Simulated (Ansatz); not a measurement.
Start from `C=C` and change one atom or group to get `C=C[SiH3]`.

Ansatz, PBE0-D4/def2-TZVP geometries, multiplicity 1. 

```
                                           property  `C=C`
               HOMO–LUMO gap (PBE0/def2-TZVPP) / eV   8.04
                HOMO–LUMO gap (PBE/def2-TZVPP) / eV   5.83
                 LUMO energy (PBE0/def2-TZVPP) / eV   0.13
              LUMO energy (ωB97M-V/def2-TZVPP) / eV   2.28
vertical ionisation energy (CCSD(T)/CBS(def2)) / eV  10.78
     zero-point energy (PBE0-D4/def2-TZVP) / kJ/mol  134.2
```

Q: Give the same properties after the change, and the shifts. (An estimate is asked.)

A: The calculation gave: 
| property | `C=C[SiH3]` | shift |
| --- | --- | --- |
| HOMO–LUMO gap (PBE0/def2-TZVPP) / eV | 7.53 | -0.51 |
| HOMO–LUMO gap (PBE/def2-TZVPP) / eV | 5.39 | -0.44 |
| LUMO energy (PBE0/def2-TZVPP) / eV | -0.48 | -0.61 |
| LUMO energy (ωB97M-V/def2-TZVPP) / eV | 1.64 | -0.64 |
| vertical ionisation energy (CCSD(T)/CBS(def2)) / eV | 10.58 | -0.20 |
| zero-point energy (PBE0-D4/def2-TZVP) / kJ/mol | 175.4 | 41.2 |

With PBE0 the HOMO falls by 0.10 eV and the LUMO falls by 0.61 eV, so the gap narrows by about 0.51 eV. PBE moves the HOMO by -0.13 eV and ωB97M-V by -0.03 eV. The zero-point energy changes by 41.2 kJ/mol with +9 modes.
